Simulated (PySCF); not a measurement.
benzene (C₆H₆), SMILES c1ccccc1.

Geometry: TPSSh-D3(BJ)/def2-SVP.

Method: PySCF with PBE/def2-TZVP.

The molecule is in vacuum.

Computed frontier levels, gap, dipole moment and polarisability:
| Property | Result |
|---|---|
| highest occupied level | -6.29 eV |
| lowest empty level | -1.17 eV |
| orbital gap | 5.11 eV |
| dipole moment | 0.00 D |
| quadrupole, principal values (traceless, Buckingham form, about the centre of nuclear charge) | -7.79, 3.90, 3.90 D·Å |
| mean static polarisability | 66.5 bohr³ (9.86 Å³) |
| polarisability, principal values | 38.9, 80.4, 80.4 bohr³ |
